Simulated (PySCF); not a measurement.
## `[H]/P=C(/F)C=C`, C3H4FP

Geometry:
| atom | x (Å) | y (Å) | z (Å) |
| --- | --- | --- | --- |
| C1 | -1.582 | -0.306 | -0.008 |
| C2 | -0.285 | -0.355 | -0.350 |
| C3 | 0.765 | 0.253 | 0.442 |
| F4 | 0.317 | 0.871 | 1.538 |
| P5 | 2.441 | 0.276 | 0.165 |
| H6 | -1.906 | 0.205 | 0.901 |
| H7 | -2.346 | -0.777 | -0.631 |
| H8 | 0.036 | -0.869 | -1.260 |
| H9 | 2.330 | -0.479 | -1.044 |

Computed with GIAO B3LYP/pcSseg-1 magnetisability, rotational g tensor and spin-rotation constants, non-relativistic, gas phase in PySCF. Geometry: PBE0-D3(BJ)/def2-SVP.

(1) Give the nuclear spin-rotation constants along the inertial axes (H = +C I·J) beside the isotropic shieldings.

Answers

(1) Rotational constants 8.9540, 2.6195, 2.0266 GHz. A star marks the isotopologue with that one atom substituted, in its own axes.
| atom | isotope | Caa (kHz) | Cbb (kHz) | Ccc (kHz) | mean (kHz) | σ (ppm) |
| --- | --- | --- | --- | --- | --- | --- |
| F4 | 19F | 18.678 | 5.194 | 0.317 | 8.063 | 225.6 |
| P5 | 31P | 15.854 | 7.202 | 2.627 | 8.561 | 175.4 |
| H6 | 1H | -0.739 | 0.201 | -0.231 | -0.256 | 25.7 |
| H7 | 1H | 0.129 | -0.074 | -0.233 | -0.059 | 26.1 |
| H8 | 1H | -0.880 | 0.283 | -0.234 | -0.277 | 24.8 |
| H9 | 1H | -0.849 | 0.173 | -0.227 | -0.301 | 26.7 |
| C1 | 13C* | 3.407 | 1.104 | 0.253 | 1.588 | 56.3 |
| C2 | 13C* | 3.020 | 1.322 | 0.380 | 1.574 | 35.5 |
| C3 | 13C* | 3.455 | 2.081 | 0.551 | 2.029 | -56.2 |

For the geometry as given, no vibrational averaging.
